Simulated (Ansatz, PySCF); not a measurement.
Molecule: CH₃O, charge 1, multiplicity 1. It need not be the lowest isomer of its formula. 
Geometry from a B3LYP-D3(BJ)/def2-TZVP (Ansatz, an electronic-structure program) optimisation:
SMILES: C=[OH+]
```xyz
5

O     -0.0979    -0.1422     0.5992
C      0.1102     0.0465    -0.6131
H      0.0911     1.0460    -1.0519
H      0.3117    -0.8456    -1.2054
H     -0.2809     0.6582     1.1425
```
Charge +1, spin multiplicity 1.

Total electronic energies in hartree. Cores are frozen in the correlated levels unless marked. Spin-orbit coupling is left out. Non-relativistic. CBS(X,Y): correlation extrapolated as X^-3; Hartree-Fock from the larger set. The bracket is a focal-point correction in the basis named.

| level | program | energy (Eh) |
|---|---|---|
| TPSS/def2-TZVPD | PySCF | -114.85188 |
| PBE0/6-31G* | Ansatz | -114.65026 |
| TPSSh-D3(BJ)/def2-TZVPD | PySCF + dftd3 | -114.83990 |
| HSE06-D3(BJ)/def2-TZVPD | Ansatz + dftd3 | -114.69799 |
| B2GP-PLYP-D3(BJ)/def2-TZVPD | Ansatz + dftd3 | -114.72600 |
| B2PLYP/def2-TZVPD | Ansatz | -114.74777 |
| MP2/def2-QZVPP | Ansatz | -114.62529 |
| SCS-MP2/cc-pVTZ | Ansatz | -114.58949 |
| CCSD/6-31G | Ansatz | -114.31382 |
| CCSD/CBS(def2-TZVPP,def2-QZVPP) | Ansatz | -114.6549 |
| CCSD(T)/cc-pVDZ | PySCF | -114.50813 |
| CCSD(T)/cc-pwCVTZ | Ansatz | -114.62708 |
| RI-MP2/CBS(cc-pVTZ,cc-pVQZ)+[CCSD(T)-MP2]/cc-pVDZ | Ansatz | -114.6744 |
| RI-MP2/CBS(def2-TZVPP,def2-QZVPP)+[CCSD(T)-MP2]/def2-TZVPP | Ansatz | -114.6765 |
| CCSD(T)/CBS(cc-pVTZ,cc-pVQZ) | Ansatz | -114.6712 |

Totals of different functionals don't rank their quality; only differences between species are comparable.
